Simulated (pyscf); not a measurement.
# Four-centre exchange: H₂N–SiH(Cl)–Cl + silane (SiH₄) → H₂N–Si(SiH₃)(Cl)–Cl + hydrogen (H₂)

Gas phase, singlet surface, charge 0. Bonds broken: Si2–H7, Si8–H9. Bonds formed: Si2–Si8, H7–H9. Single points on ωB97X-D3(BJ)/def2-SVP structures (PySCF, gas phase).

Transition state (Å):

```xyz
12

N     -0.0455    -1.0355     1.4005
Si    -0.8137    -0.6320    -0.0809
Cl     0.3368    -1.1639    -1.7273
Cl    -2.5416    -1.7586    -0.0943
H     -0.1907    -1.9597     1.7974
H      0.8831    -0.6774     1.6026
H     -1.4840     0.7787    -1.0097
Si    -0.9838     1.8333     0.3301
H     -1.6156     1.7802    -1.2213
H     -2.3866     1.5258     0.7492
H     -0.5492     2.7656     1.4449
H      0.3082     1.7200    -0.4320
```

One imaginary mode, 1326i cm⁻¹; descent along it reached the two sides named.

| bond | change | reactant side (Å) | saddle | product side |
|---|---|---|---|---|
| Si2–H7 | breaks | 1.476 | 1.817 | 3.8 |
| Si8–H9 | breaks | 1.488 | 1.676 | 3.8 |
| Si2–Si8 | forms | 3.9 | 2.505 | 2.317 |
| H7–H9 | forms | 2.9 | 1.032 | 0.760 |

Electronic energies relative to the separated reactants (kcal/mol):

```csv
level,barrier,reaction energy,reverse barrier
ωB97X-D3(BJ)/def2-TZVP,70.8,+1.8,68.9
PBE/def2-TZVP,61.8,+3.5,58.3
r²SCAN/def2-TZVP,65.9,+4.4,61.5
B3LYP-D3(BJ)/def2-TZVP,71.6,+4.6,67.0
PBE0-D3(BJ)/def2-TZVP,64.9,+3.2,61.7
M06-2X/def2-TZVP,74.0,+5.3,68.7
ωB97M-D3(BJ)/def2-TZVP,72.7,+7.0,65.7
HF/def2-TZVP,105.7,+13.9,91.8
```

With ωB97M-D3(BJ)/def2-TZVP energies and thermal terms (ideal gas, 1 atm, RRHO with modes under 100 cm⁻¹ raised to 100, one conformer, R ln 2 for chiral ones without a mode under 150 cm⁻¹), in kcal/mol:

| T (K) | ΔH‡ | ΔG‡ | ΔH | ΔG |
|---|---|---|---|---|
| 298 | 72.1 | 82.5 | +5.4 | +6.5 |
| 600 | 72.5 | 93.0 | +7.1 | +7.0 |
| 900 | 73.2 | 103.0 | +8.1 | +6.7 |
| 1200 | 74.0 | 112.8 | +8.7 | +6.1 |

At the saddle there is also a short H–Si contact that neither side keeps. The same reactants have a lower exit, to H₃Si–NH–SiH(Cl)–Cl + H₂ (barrier +47.7 kcal/mol at ωB97M-D3(BJ)/def2-TZVP, against +72.7 kcal/mol here). H₂N–Si(SiH₃)(Cl)–Cl lies 13.9 kcal/mol over its isomer H₃Si–NH–SiH(Cl)–Cl (electronic energy, ωB97M-D3(BJ)/def2-TZVP). One saddle was located; it need not be the lowest between these sides.
